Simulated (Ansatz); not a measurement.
Structure relaxation of As

Computed with DFT r2SCAN, scalar-relativistic, plane waves, PAW in Ansatz 0.2.0. Cutoff 500 eV, Γ-centred k mesh, Gaussian smearing, no spin polarisation in the final step.

This is the end of a relaxation of cell and atoms.

```
CELL_PARAMETERS angstrom
2.88818 0.00000 0.00000
-1.44409 2.50124 0.00000
0.00000 0.00000 2.72226
ATOMIC_POSITIONS crystal
As 0.00000 0.00000 0.00000
```

Energies count from the standard state of As at the same level.

Problem. What space group does it have?

Solution. P6/mmm (No. 191). Conventional cell: a = 2.888 Å, c = 2.722 Å. As has 2 As at 2.72 Å and 6 As at 2.89 Å.

Problem. How far above the standard state of As does it lie?

Solution. 0.39 eV/atom.

Problem. Is it a metal?

Solution. Yes, bands cross the Fermi level on the 21×21×20 mesh.

The final run used a 21×21×20 mesh on its 1-atom cell and 0.10 eV smearing. For metals, differences of a few meV/atom aren't resolved. The cell came from a trial start, so As may not exist in this structure.